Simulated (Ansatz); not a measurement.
Geometry optimisation, Ansatz 0.2.0, RKS BHLYP-D4/6-31G.

input.yaml

```yaml
crystal:
  periodic: [false, false, false]
  atoms:
    - { symbol: B, position_ang: [0.0, 0.0, 0.0] }
    - { symbol: "N", position_ang: [0.0, 0.0, 1.55] }
    - { symbol: H, position_ang: [-0.877, -0.2713, 2.08] }
    - { symbol: H, position_ang: [0.877, 0.2713, 2.08] }
    - { symbol: F, position_ang: [1.1431, 0.0, -0.66] }
    - { symbol: H, position_ang: [-1.0305, 0.0, -0.595] }
basis:
  gaussian: { orbitals: "6-31G" }
hamiltonian:
  xc: { name: BHLYP }
  dispersion: d4
relax:
  f_tol: 0.02
  max_steps: 40
```

Launched with:

```bash
$ ansatz run input.yaml --threads 1 --pin off --max-ram 2048MiB --backend cpu --events-out ev --progress --plain --runs-dir out
```

Where does it end, and by what steps?

It converged. Limits of this set-up: no polarisation functions. After 6 steps the energy has fallen by 0.738 eV; H4 moved furthest, 0.19 Å.

| step | energy less start (eV) | largest force component (eV/Å) | accepted |
| --- | --- | --- | --- |
| 0 | 0.0000 | 5.207 | yes |
| 1 | -0.6263 | 2.300 | yes |
| 2 | -0.6710 | 1.220 | yes |
| 3 | -0.7323 | 0.309 | yes |
| 4 | -0.7362 | 0.138 | yes |
| 5 | -0.7374 | 0.128 | yes |
| 6 | -0.7377 | 0.015 | yes |

```xyz
6
Properties=species:S:1:pos:R:3
B -0.029 -0.008 0.088
N -0.006 -0.001 1.475
H -0.833 -0.100 2.026
H 0.843 0.105 1.996
F 1.158 0.135 -0.591
H -1.021 -0.131 -0.539
```

Whether the end is a true minimum wasn't checked by a vibrational analysis.

The run took 7.8 s on 1 thread of Arm Neoverse V1 (shared host), peak memory 0.11 GiB.
